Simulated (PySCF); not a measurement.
Stepwise substitution at one centre (Si F-SH). Gas-phase values, no solvent. One relaxed conformer stands for each flexible species; it need not be the lowest. Strings in code marks are SMILES.

Level of theory: TPSSh-D3(BJ)/def2-TZVP // PBE0-D3(BJ)/def2-TZVP run with PySCF. Delta-SCF ions had no search for a lower state. Excitations are Tamm–Dancoff values on a coarser integration grid. The basis has no diffuse functions, so Rydberg states are missing or too high.

| species | S1 oscillator strength | T1 excitation (TDA) (eV) | S1–T1 gap (TDA) (eV) | vertical ionisation energy (Delta-SCF) (eV) |
|---|---|---|---|---|
| 0 of 4 F replaced by SH | 0.000 | – | – | 14.91 |
| 1 of 4 F replaced by SH (`[Si](F)(F)(S)F`) | ? | ? | ? | 10.98 |
| 2 of 4 F replaced by SH (`F[Si](F)(S)S` (S–Si–S–H torsion 49°, S–Si–S–H torsion 49°)) | 0.015 | 5.67 | 0.52 | 10.00 |
| 4 of 4 F replaced by SH (`[Si](S)(S)(S)S`) | 0.008 | 5.26 | 0.41 | 9.11 |

**Question.** Complete the blanks.

**Answer.** 
- 1 of 4 F replaced by SH (`[Si](F)(F)(S)F`), S1 oscillator strength: 0.000
- 1 of 4 F replaced by SH (`[Si](F)(F)(S)F`), T1 excitation (TDA) (eV): 6.01
- 1 of 4 F replaced by SH (`[Si](F)(F)(S)F`), S1–T1 gap (TDA) (eV): 0.61
